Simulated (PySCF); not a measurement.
# C3H6OS: core ionisation energies

Compound: thietane 1-oxide, C3H6OS.
Cartesian coordinates in Å at the PBE0-D3(BJ)/def2-SVP level; atoms count from 1:
```xyz
11
C3H6OS angstrom
O      2.004   -1.279   -1.003
S      0.748   -0.495   -1.195
C     -0.569   -0.972    0.028
C     -0.794    0.503    0.360
C      0.624    0.933   -0.011
H     -0.033   -1.513    0.822
H     -1.397   -1.578   -0.366
H     -1.117    0.727    1.387
H     -1.529    0.949   -0.328
H      1.360    0.710    0.777
H      0.801    1.930   -0.439
```

The calculation used delta-SCF UKS SCAN, pcX-2 on the ionised atom, pcseg-1 elsewhere, spin-free X2C in PySCF. Each binding energy is the total energy of the core-ionised species, with the hole localised on one atom, minus that of the ground state; both are solved self-consistently, so orbital relaxation is included.

Give the core binding energies atom by atom.

```json
{"atom(s)": "O1", "bonded to": "S (double bond)", "level": "O 1s", "binding energy (eV)": "536.51", "above the level's lowest (eV)": "0.00", "count": "1"}
{"atom(s)": "S2", "bonded to": "O (double bond) and 2 C", "level": "S 1s", "binding energy (eV)": "2479.77", "above the level's lowest (eV)": "0.00", "count": "1"}
{"atom(s)": "C3/C5", "bonded to": "S, C and 2 H", "level": "C 1s", "binding energy (eV)": "291.10", "above the level's lowest (eV)": "0.00", "count": "2"}
{"atom(s)": "C4", "bonded to": "2 C and 2 H", "level": "C 1s", "binding energy (eV)": "291.53", "above the level's lowest (eV)": "+0.43", "count": "1"}
```

Lowest listed C 1s: C3/C5, bonded to S, C and 2 H. Highest, 0.43 eV above it: C4, bonded to 2 C and 2 H. Summing the Pauling electronegativity differences to the bonded atoms, each weighted by its formal bond order, gives -0.67 for the lowest site and -0.70 for the highest; the largest sum, -0.67, belongs to C3/C5, 0.43 eV below the top. The smallest sum, -0.70, belongs to C4, 0.43 eV above the lowest.

Which effective nuclear charge Zeff reproduces each element's mean 1s value in the hydrogen-like formula E = 13.606 eV × Zeff²?

C (Z = 6): mean 291.2 eV, Zeff = 4.63, Z − Zeff = 1.37; O (Z = 8): mean 536.5 eV, Zeff = 6.28, Z − Zeff = 1.72; S (Z = 16): mean 2479.8 eV, Zeff = 13.50, Z − Zeff = 2.50. Means run over the listed sites, weighted by atom count.

The first atom of each set that the bonding makes equivalent was ionised and stands for the set. Not every level is listed. Isolated species at its PBE0-D3(BJ)/def2-SVP geometry (one conformer only).
